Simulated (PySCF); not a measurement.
**SiP⁺: a composite coupled-cluster calculation**

State: ³Σ⁻, triplet, unpaired electrons π ↑↑. De refers to Si⁺ + P. ROHF-based CCSD(T) in PySCF 2.14 with Si cc-pV(T+d)Z, P cc-pV(T+d)Z and Si cc-pV(Q+d)Z, P cc-pV(Q+d)Z (frozen core orbitals: 10; no relativity). Correlation energies are extrapolated as n⁻³ (n = 3, 4), Hartree–Fock as (n+1)·exp(−9√n). CV is the change on freezing 2 orbitals instead, in Si cc-pwCVTZ, P cc-pwCVTZ. SR is the spin-free X2C energy in Si cc-pVTZ-DK, P cc-pVTZ-DK less the non-relativistic one in Si cc-pVTZ, P cc-pVTZ.

```csv
Level,Re (Å),ωe (cm⁻¹),ωexe (cm⁻¹),αe (cm⁻¹),De (eV)
CCSD(T)/TZ,2.2238,502.9,2.17,0.00135,2.721
CCSD(T)/QZ,2.2152,508.2,2.15,0.00136,2.854
HF/CBS,2.1955,530.9,2.43,0.00139,1.619
MP2/CBS,2.1989,534.9,1.74,0.00118,2.831
CCSD/CBS,2.2012,522.4,2.24,0.00135,2.794
CCSD(T)/CBS,2.2097,512.3,2.16,0.00136,2.943
CCSD(T)/CBS+CV,2.2046,513.3,2.16,0.00137,2.953
CCSD(T)/CBS+CV+SR,2.2047,512.2,2.16,0.00137,2.948
```

Task: How much is left between CCSD(T)/QZ and the basis-set limit, and how much do the triples give at the limit?

Result: CCSD(T)/CBS less CCSD(T)/QZ: -5.5 mÅ in Re, +4.1 cm⁻¹ in ωe and +0.089 eV in De. CCSD(T)/CBS less CCSD/CBS: +8.5 mÅ in Re, -10.1 cm⁻¹ in ωe and +0.149 eV in De.

Task: What do the later terms add?

Result: CV: -5.1 mÅ in Re, +1.0 cm⁻¹ in ωe and +0.010 eV in De; SR: +0.1 mÅ in Re, -1.1 cm⁻¹ in ωe and -0.005 eV in De, each against the row above.

The T1 diagnostic is 0.026. The state was picked by a PBE0 search and need not be the measured ground state. Spin–orbit coupling, excitations beyond (T) and corrections to the Born–Oppenheimer picture are left out.

The whole job (state search and all basis sets along the bond) took about 38 min on 4 threads of Arm Neoverse V1 (shared host), peak memory 11 GiB.
